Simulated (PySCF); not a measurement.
Published values to compare with (the computed states carry no symmetry labels, so the two lists aren't matched line by line):

| state | E (eV) | f | kind of transition | source |
| --- | --- | --- | --- | --- |
| 3A2(n→π*) | 7.06 |  | vertical absorption | [1] |
| 1A2(n→π*) | 7.29 |  | vertical absorption | [2] |
| 1A2(n→π*) | 7.31 |  | vertical absorption | [1] |

[1] computed, theoretical best estimate (aug-cc-pVTZ, frozen core, CC3 geometry), gas; Veril, Scemama, Caffarel, Lipparini, Boggio-Pasqua, Jacquemin, Loos, WIREs Comput. Mol. Sci. 2021, 11, e1517 (QUESTDB)
[2] computed, theoretical best estimate (aug-cc-pVTZ), revised with CC4, gas; Loos, Lipparini, Matthews, Blondel, Jacquemin, revising reference values with EOM-CC4 (2022), arXiv:2204.11658

Species: carbonyl fluoride, CF2O.
InChI=1S/CF2O/c2-1(3)4

Method used: PySCF 2.14.0, density-fitted response routines, TDDFT PBE0/def2-SVPD, vertical, gas phase, core orbitals frozen in the response. Geometry: PBE0-D3(BJ)/def2-SVP; no solvent, vibrations or thermal averaging.

Computed singlets: 7.16 eV (f 0.000); 9.22 eV (f 0.031); 10.22 eV (f 0.174); 10.37 eV (f 0.007); 10.52 eV (f 0.000); 10.79 eV (f 0.008); 11.70 eV (f 0.004); 11.72 eV (f 0.000); 11.84 eV (f 0.028); 11.91 eV (f 0.005). Computed triplets (Tamm–Dancoff): 6.59, 7.13, 8.97, 9.84 eV.

Task: How does the lowest computed triplet compare with the best estimate listed for the lowest triplet (vertical absorption)?

Result: 6.59 eV against 7.06 eV for 3A2(n→π*) [1]: a difference of -0.47 eV. Geometry and basis of the two calculations needn't be the same.

Note on [2]: revises the 2021 QUESTDB value.

All these states lie below the vertical ionisation energy of 13.52 eV (ΔSCF).
